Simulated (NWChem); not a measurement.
**One shape, several levels: C2H (SMILES [C]#C)**

We compute a comparison of 5 runs (UHF/3-21G, UHF/def2-SVP, UB3LYP/6-31G*, UPBE0/6-31G*, UMP2/6-31+G*) of C2H. 

The results are computed with NWChem 7.3.0.

### 1 The system as given

The species is C2H (3 atoms), meant as a doublet with charge 0. SMILES: `[C]#C`. The shape is that of a PBE0-D4/def2-TZVP optimisation.

Bond lengths: C1–C2 1.200 Å, C2–H3 1.066 Å. Angles: C1–C2–H3 179.9°.

### 2 Energy and forces at UHF/3-21G (run 1)

Contents of c2h.nw:

```
echo
start c2h
memory 2200 mb
geometry units angstrom noautosym nocenter noautoz
  C        0.615300       0.875800       0.435300
  C       -0.023900      -0.034000      -0.016400
  H       -0.591400      -0.841800      -0.418800
end
basis spherical bse
  * library 3-21G
end
scf
  doublet
  uhf
  thresh 1e-08
  maxiter 80
end
task scf gradient
```

Run with:

```bash
nwchem c2h.nw > c2h.out
```

Log:

```text
[...]
  functions       =    20
[...]
  wavefunction    = UHF
[...]
         Total SCF energy =    -75.731090091033
      One electron energy =   -141.229097790360
      Two electron energy =     45.245291569752
 Nuclear repulsion energy =     20.252716129575
                       Sz =      0.5000
                 Sz(Sz+1) =      0.7500
                      S^2 =      1.1791
[...]
                         UHF ENERGY GRADIENTS
    atom               coordinates                        gradient
                 x          y          z           x          y          z
   1 C       1.162748   1.655022   0.822598   -0.020794  -0.029597  -0.014721
   2 C      -0.045164  -0.064251  -0.030992    0.026737   0.038059   0.018965
   3 H      -1.117584  -1.590771  -0.791417   -0.005943  -0.008461  -0.004244
[...]
```

Wall time 0.94 s (1 thread of Intel Xeon Platinum 8259CL at 2.50GHz (Skylake/Cascade Lake), shared host); peak memory 0.1 GiB.

### 3 Energy and gradient at UHF/def2-SVP (run 2)

Contents of mol.nw:

```
start mol
title "C2H gradient"
memory stack 880 mb heap 220 mb global 1100 mb

geometry noautosym nocenter noautoz
 C        0.615300       0.875800       0.435300
 C       -0.023900      -0.034000      -0.016400
 H       -0.591400      -0.841800      -0.418800
end

basis spherical bse
 * library def2-SVP
end

scf
 doublet
 uhf
 thresh 1e-08
 maxiter 80
 print low
end

task scf gradient
```

Run with:

```bash
nwchem mol.nw > mol.out
```

Log:

```text
[...]
  functions       =    33
[...]
  wavefunction    = UHF
[...]
         Total SCF energy =    -76.092557125173
      One electron energy =   -141.758863949353
      Two electron energy =     45.413590694604
 Nuclear repulsion energy =     20.252716129575
                       Sz =      0.5000
                 Sz(Sz+1) =      0.7500
                      S^2 =      1.1214
[...]
                         UHF ENERGY GRADIENTS
    atom               coordinates                        gradient
                 x          y          z           x          y          z
   1 C       1.162748   1.655022   0.822598   -0.017522  -0.024940  -0.012410
   2 C      -0.045164  -0.064251  -0.030992    0.017329   0.024668   0.012304
   3 H      -1.117584  -1.590771  -0.791417    0.000192   0.000273   0.000105
 Task  times  cpu:        1.6s     wall:        1.6s
 Total times  cpu:        1.6s     wall:        1.6s
```

Wall time 2.1 s (1 thread of Intel Xeon Platinum 8259CL at 2.50GHz (Skylake/Cascade Lake), shared host); peak memory 0.1 GiB.

Runs 3 to 4 aren't shown in full; the table further down has their settings and results.

### 4 Energy and gradient at UMP2/6-31+G(d) (spherical functions) (run 5)

Contents of test.xyz:

```xyz
3
C2H
C      0.615300     0.875800     0.435300
C     -0.023900    -0.034000    -0.016400
H     -0.591400    -0.841800    -0.418800
```

Contents of test.nw:

```
start test
title "C2H"
memory total 2200 mb
geometry noautosym nocenter noautoz
  load test.xyz
end
basis "ao basis" spherical bse
  * library 6-31+G*
end
scf
  doublet
  uhf
  thresh 1e-08
  maxiter 80
  noprint "final vectors analysis"
end
mp2
  freeze core 2
  tight
end
task mp2 gradient
```

Run with:

```bash
nwchem test.nw > test.out
```

Log:

```text
[...]
  functions       =    38
[...]
  wavefunction    = UHF
[...]
         Total SCF energy =    -76.153416561080
      One electron energy =   -141.829078051055
      Two electron energy =     45.422945360400
 Nuclear repulsion energy =     20.252716129575
                       Sz =      0.5000
                 Sz(Sz+1) =      0.7500
                      S^2 =      1.1153
[...]
          Total MP2 energy           -76.346732586279
[...]
                         mp2 ENERGY GRADIENTS
    atom               coordinates                        gradient
                 x          y          z           x          y          z
   1 C       1.162748   1.655022   0.822598    0.022521   0.032054   0.015876
   2 C      -0.045164  -0.064251  -0.030992   -0.022708  -0.032319  -0.015965
   3 H      -1.117584  -1.590771  -0.791417    0.000187   0.000265   0.000089
[...]
```

Run time: 6 s. Hardware: 1 thread of Intel Xeon Platinum 8259CL at 2.50GHz (Skylake/Cascade Lake), shared host; peak memory 0.1 GiB.

### 5 The series

```
run                                level  Cartesian functions  iteration cap  energy (Eh)   ⟨S²⟩  largest force (eV/Å)  wall time
  1                            UHF/3-21G                   no             80   -75.731090  1.179                 2.583     0.94 s
  2                         UHF/def2-SVP                   no             80   -76.092557  1.121                 1.692      2.1 s
  3  UB3LYP/6-31G* (Cartesian functions)                  yes            100   -76.604119  0.773                 0.974       12 s
  4   UPBE0/6-31G* (spherical functions)                   no            100   -76.503362  0.788                 0.931       11 s
  5   UMP2/6-31+G* (spherical functions)                   no             80   -76.346733  1.115                 2.191        6 s
```

### 6 Summary of results

| quantity | value |
| --- | --- |
| run 5: total energy | -76.34673 Eh |
| run 5: dipole moment (of the density that the program reports) | 0.80 D |
| run 5: correlation energy (2 core orbitals frozen) | -193.3 mEh |
| run 5: ⟨S²⟩ of the reference determinant | 1.115 |
| run 5: largest force on an atom | 2.191 eV/Å |

**Reading.** Totals of different functionals can't be ranked against each other. Spin contamination of the reference: run 1 ⟨S²⟩ = 1.18, run 2 ⟨S²⟩ = 1.12, run 5 ⟨S²⟩ = 1.12. All runs together took 31 s, the longest 12 s.
